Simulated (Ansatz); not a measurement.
**CHBS+ (doublet): wave-function methods side by side, cc-pVDZ**

One table from this session's results is given with a row withheld; the runs are named, their logs left out.

The runs use Ansatz 0.2.0, Gaussian basis; cc-pVDZ, core rule «outside noble gas», up to 7 orbitals frozen.

Plan: UHF; CCSD(T) on ROHF; CCSD(T) on UHF; BCCD(T) on ROHF; CISD as a restricted active space (open shells left free, so some higher excitations enter); CCSDT(Q) on ROHF; CCSDT(Q) on UHF; CASSCF and MRCISD+Q, 9 electrons in 9 orbitals; CASSCF and NEVPT2, 9 electrons in 9 orbitals.

26 further runs of the same task are left out: 11 that didn't finish, 15 set aside as unsound or not needed. Runs told in other sessions of the task aren't counted.

### The system

The geometry is a PBE0/def2-TZVP stationary point (not a proven minimum) of the parent state, kept for this charge and spin.

4 atoms, charge 1, spin multiplicity 2.

Atoms are counted from 1 here; the program's logs count them from 0.

Bond lengths: B1–C2 1.415 Å, B1–S3 1.834 Å, C2–S3 1.766 Å, C2–H4 1.076 Å. Angles: C2–B1–S3 64.4°, B1–C2–S3 69.4°, B1–C2–H4 162.5°, S3–C2–H4 128.1°, B1–S3–C2 46.2°.

Set-up of the first run:

Input file in.yaml:

```yaml
crystal:
  periodic: [false, false, false]
  atoms:
    - {symbol: B, position_ang: [0.000000, -0.940798, 0.805566]}
    - {symbol: C, position_ang: [0.000000, 0.456437, 1.026812]}
    - {symbol: S, position_ang: [0.000000, 0.101630, -0.703595]}
    - {symbol: H, position_ang: [0.000000, 1.418810, 1.507124]}
basis:
  gaussian: {orbitals: cc-pVDZ}
total_charge: 1
magnetization: {spin_polarized: true, initial_magnetization: 1}
hamiltonian: {xc: hf}
output: {orbitals: {seedname: orbitals}}
```

On the command line:

```
$ ansatz run in.yaml --threads 1 --pin off --events-out ev --progress --plain --max-ram 2393MiB
```

Among the steps run: UHF; CCSD(T) on ROHF; CCSD(T) on UHF; BCCD(T) on ROHF; CISD as a restricted active space (open shells left free, so some higher excitations enter); CCSDT(Q) on ROHF; CCSDT(Q) on UHF; CASSCF and MRCISD+Q, 9 electrons in 9 orbitals; CASSCF and NEVPT2, 9 electrons in 9 orbitals.

One of the session's tables, all rows but one given; the rest of the session is left out.

```
           method  from UCCSDT(Q) (meV)
             ROHF               +9428.8
              UHF               +9295.8
             RMP2               +1140.6
             UMP2               +1549.3
             CISD               +1416.8
            RCCSD                +528.4
            UCCSD                +538.2
         RCCSD(T)                 +68.8
         UCCSD(T)                 +92.9
          BCCD(T)                 +66.3
           RCCSDT                 +47.0
           UCCSDT                     ?
        RCCSDT(Q)                  +3.8
        UCCSDT(Q)                     0
  CASSCF frontier               +6568.1
  NEVPT2 frontier               +1235.3
  MRCISD frontier                +655.9
MRCISD+Q frontier                +106.4
```

Estimate the missing values for UCCSDT.

The run gave: from UCCSDT(Q) (meV): +46.9. In the column «from UCCSDT(Q) (meV)» it lies between RCCSDT(Q) (+3.8) and RCCSDT (+47.0).

Caveats from the session: Restricted and unrestricted rows rest on different reference determinants; a gap between their highest levels can come from leftover correlation error, from unlike frozen cores or from another state.
